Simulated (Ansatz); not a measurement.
Species: C2H5O2 (charge +1, singlet). It need not be the lowest isomer of its formula. 
Coordinates optimised at B3LYP-D3(BJ)/def2-TZVP (Ansatz, a first-principles code):
```
O
C 1 1.2494
O 2 1.2811 1 121.15
H 3 0.9749 2 114.20 1 -180.00
H 2 1.0896 1 116.81 3 -180.00
C 1 1.4895 2 121.78 5 -180.00
H 6 1.0826 1 103.67 2 -180.00
H 6 1.0864 7 112.27 1 116.35
H 6 1.0864 7 112.27 8 127.29
```
Charge +1, spin multiplicity 1.

Basis-set convergence of Hartree-Fock and CCSD(T) correlation energies (hartree) with Ansatz. Valence correlation only, unless marked. Spin-orbit coupling is left out. No relativistic terms.

```csv
basis,functions,E(HF),"E(corr, CCSD(T))",rough core time
cc-pVDZ,-,-228.12691,-0.68050,under 20 s
cc-pVTZ,190,?,?,50 s
```

Some entries are withheld; supply them.


- cc-pVTZ, E(HF): -228.19857
- cc-pVTZ, E(corr, CCSD(T)): -0.84073
